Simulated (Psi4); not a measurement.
Reaction (SMILES): C[SiH3] (CH3-SiH3) → [CH2-][SiH3] + H+
B3LYP-D3(BJ)/def2-TZVP geometries, fixed; electronic energies without zero-point terms.
Largest species:
```xyz
8

C      0.0034    -0.0064    -1.2421
Si    -0.0017     0.0033     0.6340
H      0.0118    -1.0282    -1.6256
H     -0.8824     0.4951    -1.6359
H      0.8840     0.5079    -1.6311
H     -0.0132     1.3943     1.1492
H     -1.2005    -0.6969     1.1567
H      1.2042    -0.6795     1.1632
```

Effect of the integral screening threshold at MP2/cc-pV(T+d)Z with Psi4, against the last row, where the deprotonation energy is 403.65 kcal/mol. Cores are frozen. The proton leaves the site shown, which need not be the most acidic.

| setting | largest shift of a total energy (mEh) | shift of the deprotonation energy (kcal/mol) |
|---|---|---|
| ints_tolerance: 1e-6 | -0.001 | 0.000 |
| ints_tolerance: 1e-8 | 0.000 | 0.000 |
| ints_tolerance: 1e-10 | 0.000 | 0.000 |
| ints_tolerance: 1e-14 | 0.000 | 0.000 |

Within 0.02 kcal/mol in the deprotonation energy: ints_tolerance: 1e-6; ints_tolerance: 1e-8; ints_tolerance: 1e-10. The largest shift is 0.001 mEh in a total energy and 0.000 kcal/mol in the difference.
